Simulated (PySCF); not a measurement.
H2NCO+, CH₂NO (charge +1).
Cartesian coordinates in Å at the PBE0-D3(BJ)/def2-TZVP level; atoms count from 1:
```xyz
5
CH2NO angstrom
N     -0.516   -0.031    0.030
C      0.744    0.026   -0.060
O      1.864    0.077   -0.138
H     -1.024    0.673    0.564
H     -1.033   -0.779   -0.433
```

The closed-shell ground state was solved at several levels (PySCF, density fitting, gas phase, non-relativistic). Isolated species at its PBE0-D3(BJ)/def2-TZVP geometry, gas phase.

```json
{"level": "B97-2/pcSseg-2", "basis functions": "136", "HOMO (eV)": "-16.99", "LUMO (eV)": "-8.63", "gap (eV)": "8.36"}
{"level": "KT3/pcSseg-2", "basis functions": "136", "HOMO (eV)": "-15.89", "LUMO (eV)": "-9.74", "gap (eV)": "6.15"}
{"level": "PBE0/pcSseg-2", "basis functions": "136", "HOMO (eV)": "-17.25", "LUMO (eV)": "-8.51", "gap (eV)": "8.74"}
```

**Question.** Estimate the row for wB97X-D/pcSseg-2, a basis of 136 functions; the other rows only guide the guess.

**Answer.** HOMO -19.13 eV, LUMO -6.56 eV, gap 12.57 eV.

**Question.** Over all these levels, which gives the widest orbital gap and which the narrowest?

**Answer.** wB97X-D/pcSseg-2 (range-separated hybrid) has the widest, 12.57 eV, and KT3/pcSseg-2 (GGA) the narrowest, 6.15 eV. From the narrowest to the widest the HOMO moves by -3.24 eV and the LUMO by +3.18 eV.

**Question.** In the pcSseg-2 basis, how does the gap go with the fixed share of exact exchange?

**Answer.** KT3 (0 %) 6.15 eV; B97-2 (21 %) 8.36 eV; PBE0 (25 %) 8.74 eV. Each rise in the share widens the gap here.
